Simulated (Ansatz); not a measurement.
```yaml
crystal:
  periodic: [false, false, false]
  atoms:
    - {symbol: Na, position_ang: [0.000000, 0.000000, 0.000000]}
    - {symbol: H, position_ang: [0.000000, 0.000000, 1.910000]}
basis:
  gaussian: {orbitals: def2-TZVP}
hamiltonian: {xc: pbe0}
relax: {f_tol: 0.004, max_steps: 80}
```

```sh
$ ansatz run in.yaml --threads 1 --pin off --events-out ev --progress --plain --max-ram 2176MiB
```

Steps of the relaxation (energy above the last step; positions in Å, forces in eV/Å):

```
2
step 1, 0.9 meV
Na    0.000    0.000    0.000    0.000    0.000    0.092
H     0.000    0.000    1.910    0.000    0.000   -0.092
```

```
2
step 2, 0.2 meV
Na    0.000    0.000    0.014    0.000    0.000   -0.044
H     0.000    0.000    1.896    0.000    0.000    0.044
```

```
2
step 3, 0.0 meV
Na    0.000    0.000    0.010    0.000    0.000   -0.002
H     0.000    0.000    1.900    0.000    0.000    0.002
```

Close pairs at the end: Na1–H2 1.890 Å.

A stationary point of restricted PBE0 after 3 steps (its stability towards spin polarisation wasn't tested). 0.66 s on 1 thread of AMD EPYC 9R45, shared host.
